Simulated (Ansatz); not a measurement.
# AlBH₂+ (doublet): wave-function methods side by side, cc-pVDZ

An exercise on one series of results from a longer session: the logs are not shown, and one member is left open.

Method: cc-pVDZ, core rule «outside noble gas», up to 6 orbitals frozen; program: Ansatz 0.2.0, Gaussian basis.

To be run: UHF; CCSD(T) on ROHF; CCSD(T) on UHF; BCCD(T) on ROHF; CISD; CCSDT(Q) on ROHF; CCSDT(Q) on UHF; CISDTQ; CCSDTQ on ROHF; CCSDTQ on UHF.

10 further runs of the same task are left out: 4 for a known fault of the program, 6 set aside as unsound or not needed.

## The system

The geometry is a PBE0/def2-TZVP stationary point (not a proven minimum) of the parent state, kept for this charge and spin.

4 atoms, charge 1, spin multiplicity 2.

Atoms are counted from 1 here; the program's logs count them from 0.

Bond lengths: B1–Al2 2.079 Å, Al2–H3 1.585 Å, Al2–H4 1.585 Å. Angles: B1–Al2–H3 117.0°, B1–Al2–H4 117.0°, H3–Al2–H4 125.9°.

The first run:

The input, in.yaml:

```yaml
crystal:
  periodic: [false, false, false]
  atoms:
    - {symbol: B, position_ang: [0.000000, 0.000000, 1.551119]}
    - {symbol: Al, position_ang: [0.000000, 0.000000, -0.528209]}
    - {symbol: H, position_ang: [0.000000, -1.411327, -1.248716]}
    - {symbol: H, position_ang: [0.000000, 1.411327, -1.248716]}
basis:
  gaussian: {orbitals: cc-pVDZ}
total_charge: 1
magnetization: {spin_polarized: true, initial_magnetization: 1}
hamiltonian: {xc: hf}
output: {orbitals: {seedname: orbitals}}
```

On the command line:

```bash
ansatz run in.yaml --threads 1 --pin off --events-out ev --progress --plain --max-ram 2816MiB --backend cpu
```

Steps of the session up to this table: UHF; CCSD(T) on ROHF; CCSD(T) on UHF; BCCD(T) on ROHF; CISD; CCSDT(Q) on ROHF; CCSDT(Q) on UHF; CISDTQ; CCSDTQ on ROHF; CCSDTQ on UHF.

One of the session's tables, all rows but one given; the rest of the session is left out.

```
   method  from UCCSDTQ (meV)
     ROHF             +3544.8
      UHF             +3487.0
     RMP2             +1090.1
     UMP2             +1076.0
     CISD              +292.2
    RCCSD               +98.3
    UCCSD               +94.9
 RCCSD(T)               +29.8
 UCCSD(T)               +29.1
  BCCD(T)               +29.3
   RCCSDT                +3.4
   UCCSDT                   ?
   CISDTQ                +9.4
RCCSDT(Q)                +1.0
UCCSDT(Q)                +0.5
  RCCSDTQ                +0.3
  UCCSDTQ                   0
```

Estimate the missing values for UCCSDT.

**Answer.** from UCCSDTQ (meV): +3.1. In the column «from UCCSDTQ (meV)» it lies between RCCSDT(Q) (+1.0) and RCCSDT (+3.4).

To keep in mind: Restricted and unrestricted rows rest on different reference determinants; where their highest levels disagree by more than a few hundredths of an eV, they describe different states and don't form one ladder.
